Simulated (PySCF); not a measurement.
# Exact simulation of a proton spin system

Molecule: (E)-2-Butenenitrile, C$_{4}$H$_{5}$N.

Cartesian coordinates in Å; atom numbers follow the order of the lines, from 1:
```xyz
10

C    -1.303    0.101    0.801
C    -0.149   -0.403    0.012
C     0.866    0.359   -0.426
C     1.955   -0.167   -1.182
N     2.847   -0.583   -1.797
H    -2.250   -0.093    0.271
H    -1.228    1.179    1.000
H    -1.375   -0.429    1.766
H    -0.134   -1.473   -0.225
H     0.896    1.433   -0.215
```

Computational details: couplings computed with B3LYP/pcJ-1 (spin–dipole term only in couplings to heteroatoms), PBE0-D3(BJ)/def2-SVP structure, GIAO PBE0/pcSseg-1 shieldings, in PySCF 2.14.0 with density-fitted response routines (equivalent nuclei averaged, gas phase, relativity neglected, one conformer).

References, each an isolated molecule treated in the same way: TMS for ¹H (31.27 ppm).

Shifts (ppm): H6/H7/H8 2.00, H9 6.74, H10 5.29.
Couplings (Hz): H6–H7, H6–H8, H7–H8: -17.1; H6–H9, H7–H9, H8–H9: 8.3; H6–H10, H7–H10, H8–H10: -2.6; H9–H10: 17.3.

The 5-spin Hamiltonian (Zeeman plus full scalar coupling among like nuclei) was diagonalised exactly; lines are Lorentzian, 0.5 Hz wide, and the maxima above 3 % are listed with the tallest set to 100.

(1) Give the ¹H peak list of this spin system at 90 MHz.

(2) And at 400 MHz?

(3) Among coupled protons with different shifts, which pair is furthest from first order, and how does the field change that?

Results:

(1) 
```json
{"Hz": "628.3", "ppm": "6.981", "height": "7"}
{"Hz": "620.0", "ppm": "6.889", "height": "18"}
{"Hz": "611.8", "ppm": "6.798", "height": "20"}
{"Hz": "611.1", "ppm": "6.789", "height": "11"}
{"Hz": "603.6", "ppm": "6.706", "height": "10"}
{"Hz": "602.8", "ppm": "6.697", "height": "24"}
{"Hz": "594.5", "ppm": "6.606", "height": "24"}
{"Hz": "586.3", "ppm": "6.514", "height": "10"}
{"Hz": "488.0", "ppm": "5.422", "height": "10"}
{"Hz": "485.5", "ppm": "5.394", "height": "28"}
{"Hz": "482.9", "ppm": "5.366", "height": "28"}
{"Hz": "480.4", "ppm": "5.337", "height": "10"}
{"Hz": "470.7", "ppm": "5.230", "height": "7"}
{"Hz": "468.2", "ppm": "5.202", "height": "21"}
{"Hz": "465.6", "ppm": "5.173", "height": "22"}
{"Hz": "463.1", "ppm": "5.145", "height": "8"}
{"Hz": "185.4", "ppm": "2.059", "height": "100"}
{"Hz": "182.8", "ppm": "2.031", "height": "96"}
{"Hz": "177.1", "ppm": "1.968", "height": "92"}
{"Hz": "174.6", "ppm": "1.939", "height": "95"}
```

(2) 
δ in ppm (height): 6.793 (8), 6.772 (24), 6.752 (25), 6.750 (11), 6.731 (11), 6.729 (26), 6.708 (25), 6.688 (9), 5.321 (9), 5.315 (26), 5.308 (26), 5.301 (9), 5.278 (8), 5.271 (24), 5.265 (24), 5.258 (8), 2.014 (100), 2.007 (100), 1.993 (99), 1.986 (99)

(3) H9 and H10: Δν/J is about 7.5 at 90 MHz (intermediate, with clear roofing) and 33.5 at 400 MHz (close to first order). J in Hz doesn't depend on the field, while Δν in Hz grows in proportion to it.

Unscaled 3J(H,H) at this level run about 10 % above measured values.
